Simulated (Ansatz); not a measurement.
Ansatz (a program for electronic structure) input (CCSD(T)/cc-pwCVTZ):
A basis named .json is the Basis Set Exchange file of that set.

Ansatz 0.2 input:
```yaml
crystal:
  periodic: [false, false, false]
  atoms:
    - {symbol: C, position_ang: [0.05642585, 0.73130304, -0.13077437]}
    - {symbol: C, position_ang: [1.52312736, 0.67639230, 0.04806753]}
    - {symbol: Cl, position_ang: [-0.86834479, -0.70435064, 0.04930713]}
    - {symbol: H, position_ang: [-0.46096356, 1.53945918, -0.62387398]}
    - {symbol: H, position_ang: [1.93775869, 1.68571894, 0.03825061]}
    - {symbol: H, position_ang: [1.79264150, 0.19872643, 0.99385005]}
    - {symbol: H, position_ang: [2.01510562, 0.10388438, -0.75020696]}
basis:
  gaussian:
    orbitals: cc-pwCVTZ.json
magnetization: {spin_polarized: true, initial_magnetization: 1}
correlation: {method: ccsd_t, electrons: outside_noble_gas}
```

End of the output:

```
integrals: 1.37 GiB planned
1159 factors; integrals over basis functions are off by at most 1.1e-3 eV
mean field: 0.79 GiB planned
mean field evaluation 1: about -14626.2227 eV, gradient 1.7e1 eV
mean field evaluation 2: about -14626.2245 eV, gradient 1.7e1 eV
mean field evaluation 4: about -14628.0004 eV, gradient 2.4e0 eV
mean field evaluation 8: about -14628.0733 eV, gradient 1.9e-1 eV
mean field evaluation 16: about -14628.0606 eV, gradient 8.1e-1 eV
mean field -14628.07407606 eV, -537.5718070306 hartree, gradient 3.0e-6 eV, S^2 0.767561; 0 other end points of the search recorded, 0 dependent functions left out
7 core orbitals not correlated
reference -14628.07407606 eV, -537.5718070306 hartree; 10, 9 occupied and 184, 185 virtual orbitals, 1159 factors
second order -14.10416209 eV of doubles, -0.00000000 eV of singles
coupled cluster: 6.27 GiB planned
cycle   1  -14.77425163 eV  change   -6.7e-1 eV  update   7.7e-2
cycle   2  -15.13628134 eV  change   -3.6e-1 eV  update   2.4e-2
cycle   3  -15.20554159 eV  change   -6.9e-2 eV  update   1.3e-2
cycle   4  -15.20296033 eV  change    2.6e-3 eV  update   5.3e-3
cycle   5  -15.20340814 eV  change   -4.5e-4 eV  update   2.5e-3
cycle   6  -15.20360964 eV  change   -2.0e-4 eV  update   8.4e-4
cycle   7  -15.20364560 eV  change   -3.6e-5 eV  update   3.1e-4
cycle   8  -15.20369281 eV  change   -4.7e-5 eV  update   1.2e-4
cycle   9  -15.20366452 eV  change    2.8e-5 eV  update   4.6e-5
cycle  10  -15.20364993 eV  change    1.5e-5 eV  update   1.6e-5
perturbative correction -0.62206669 eV, -0.0228605291 hartree
Total energy: -14643.89979268 eV, -538.1533913892 hartree
```

It need not be the lowest isomer of its formula.
